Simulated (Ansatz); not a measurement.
B(F)3 anion (BF3), SMILES B(F)(F)F (connectivity only; charge and spin as stated), charge -1, multiplicity 2.

Geometry: ωB97X-D3(BJ)/def2-SVPD. The multiplicity is an assumed one; other spin states were not compared. The isomer is the one that the SMILES or the coordinates give; other isomers of the formula were not compared.

Two levels are set side by side: PBE/def2-SVPD (Ansatz, a first-principles code) and ωB97X-V/def2-SVPD (Ansatz). Energy differences of separate SCF runs at the same geometry; the states with an electron removed or added have multiplicity 1. Differences are taken from unrounded values.

```tsv
quantity	ωB97X-V
vertical ionisation energy (eV)	1.32
```

Task: What does PBE give, and how far is it from ωB97X-V? (The exact figures need the calculation; the answer reports its results.)

Result: 
```csv
quantity,PBE,PBE minus ωB97X-V
vertical ionisation energy (eV),1.34,0.01
```

On these quantities the two levels nearly agree.
